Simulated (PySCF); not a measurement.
# Polarisability of `C[NH2+]CC(F)F`

Species: C3H8F2N (charge +1).
Cartesian coordinates in Å at the GFN2-xTB level; atoms count from 1:
```xyz
14
C3H8F2N angstrom
C     -1.9033   -0.0335   -0.0484
N     -0.4904   -0.1924   -0.4446
C      0.4774    0.2533    0.5873
C      1.8952    0.0343    0.0442
F      2.0325   -1.2733   -0.2621
F      2.0133    0.7141   -1.1162
H     -2.1080   -0.6154    0.8484
H     -2.5589   -0.3774   -0.8462
H     -2.1191    1.0138    0.1552
H     -0.3096    0.3394   -1.3104
H     -0.2986   -1.1828   -0.6625
H      0.3422   -0.3307    1.5006
H      0.3276    1.3135    0.8037
H      2.6992    0.3365    0.7287
```

Level: CAM-B3LYP/def2-SVPD (PySCF), static field, nuclei fixed, core orbitals frozen in the response. The polarisability tensor in these axes (au):

```
x   49.78  0.24  0.41
y    0.24 40.48  0.23
z    0.41  0.23 40.92
```

Task: Give the principal values, the mean and the anisotropy Δα = √{½[(α1 − α2)² + (α2 − α3)² + (α1 − α3)²]}.

Result: Principal values 40.39, 40.99 and 49.81 au; mean 43.73 au = 6.48 Å³ = 7.21 × 10⁻⁴⁰ C²·m²/J; Δα = 9.14 au (21 % of the mean).

Task: Give the eigenvalues of the traceless quadrupole moment Θ = ½Σq(3rr − r²1), origin at the centre of nuclear charge.

Result: -8.93, -5.20, 14.14 D·Å. The values depend on the origin, since the species is charged. The electronic extent ⟨r²⟩ about the same centre is 660 bohr², a root-mean-square distance of 1.92 Å for the 50 electrons.

Task: What depolarisation ratio follows for Rayleigh scattering of linearly polarised light, taking the static tensor?

Result: ρ = 3Δα²/(45ᾱ² + 4Δα²) = 250.4/(86044 + 333.8) = 0.0029.

Task: Along which axes do the principal values lie, and how far do the nuclei extend along each?

Result: Largest value along (1.00, 0.03, 0.05), where the nuclei span 5.34 Å; middle along (-0.05, 0.39, 0.92), 2.30 Å; least along (-0.01, 0.92, -0.39), 2.16 Å. 

Task: In TDDFT the mean static polarisability is Σ f/ω² over all singlet excitations (ω in hartree). How much of it do the 8 lowest give? Their energies (eV) and oscillator strengths: 9.42, 0.0065; 10.58, 0.0092; 10.66, 0.0667; 10.78, 0.0001; 10.96, 0.0191; 10.96, 0.0164; 11.07, 0.0411; 11.19, 0.0026.

Result: They add up to 1.03 au, 2.4 % of the 43.73 au; the largest single term is 0.43 au, from the state at 10.66 eV. Terms in order: 0.05, 0.06, 0.43, 0.00, 0.12, 0.10, 0.25, 0.02 au. Higher excitations give the rest. The strengths listed sum to 0.162.

Geometry: GFN2-xTB, one conformer, isolated ion.
